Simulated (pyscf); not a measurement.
This saddle point was located with ωB97X-D3(BJ)/def2-SVP in PySCF.

```xyz
10

O      0.5622    -0.6552     0.5552
As    -1.4759     0.0314     0.4496
O     -1.8482    -1.7116     0.1573
O     -1.7404     0.3182    -1.2797
H      0.7420    -1.3095    -0.1349
H     -1.9486    -1.8614    -0.7946
H     -1.2936     1.1651    -1.4506
O     -0.1065     1.5648     0.0939
H      0.7864     0.2917     0.2535
H     -0.0725     2.1871     0.8321
```

Surface: singlet, charge 0. Lowest wavenumbers (cm⁻¹): 180i, 95, 225, 283, 292.

Question: Which two sides does it connect, and which bonds change?

Answer: `[OH][As]([OH])[OH]` + `[OH2]` ⇌ `[OH2]` + `[OH][As]([OH])[OH]`, a four-centre exchange read from left to right: As–O, H–O broken and H–O, As–O formed. At ωB97M-D3(BJ)/def2-TZVP it lies +0.88 eV from the left side and +0.88 eV from the right (each side as separated species at their lowest minima found). On the reactant side the descent ends in a bound adduct (not fully relaxed), 0.42 eV under the separated species and 1.33 eV under the saddle at ωB97X-D3(BJ)/def2-TZVP. On the product side the descent ends in a bound adduct, 0.42 eV under the separated species and 1.33 eV under the saddle at ωB97X-D3(BJ)/def2-TZVP. This is the saddle that the search found; another between the same sides may lie lower. Elements up to Kr have no core potential and no relativistic terms here.
